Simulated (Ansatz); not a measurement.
## Relaxing ZnBr₃

Method: Ansatz 0.2.0, DFT PBE, scalar-relativistic, plane waves, PAW. Cutoff 420 eV, Γ-centred k mesh, Gaussian smearing, no spin polarisation in the final step.

ZnBr₃ was placed on the TiAl3 (D0_22) structure type (I4/mmm, No. 139), with Zn in place of Ti, Br in place of Al, at a guessed volume.

```yaml
crystal:
  lattice:
    - [-2.26239, 2.26239, 5.05365]
    - [2.26239, -2.26239, 5.05365]
    - [2.26239, 2.26239, -5.05365]
  atoms:
    - { symbol: Zn, position: [0.00000, 0.00000, 0.00000] }
    - { symbol: Br, position: [0.50000, 0.50000, 0.00000] }
    - { symbol: Br, position: [0.25000, 0.75000, 0.50000] }
    - { symbol: Br, position: [0.75000, 0.25000, 0.50000] }
```

Cell and atoms relax at zero pressure; the relaxation can't lower the symmetry of the start.

The zero of energy is the elements' standard structures at the same level; no fitted shifts are applied.

Describe the relaxed structure.

It keeps I4/mmm (No. 139), but not the shape of the type it started on. Conventional cell: a = 4.014 Å, c = 15.107 Å. Zn has 4 Br at 2.84 Å; around Br on Wyckoff site b (1 atom of the primitive cell) lie 4 Zn at 2.84 Å; Br on Wyckoff site d (2 atoms of the primitive cell) has 4 Br at 2.84 Å.

```
Zn Br
1.0
    -2.00694    2.00694    7.55370
     2.00694   -2.00694    7.55370
     2.00694    2.00694   -7.55370
Zn Br
1 3
Direct
  0.00000 0.00000 0.00000
  0.50000 0.50000 0.00000
  0.25000 0.75000 0.50000
  0.75000 0.25000 0.50000
```

What are its volume, energy, density and gap?

The volume per atom is 30.4 Å³, the density is 4.2 g/cm³ and the energy over the elements is -0.02 eV/atom. The gap on the 16×16×16 mesh is 0 eV (a metal).

The final run used a 16×16×16 mesh on its 4-atom cell and 0.10 eV smearing. The k mesh leaves about 4 meV/atom of noise in metals. No dispersion correction is applied, so the spacing between layers, chains or molecules is poorly fixed, and with it the volume and density. A structure relaxed within its symmetry needn't be a true minimum. The steps took roughly 7 core-minutes in all.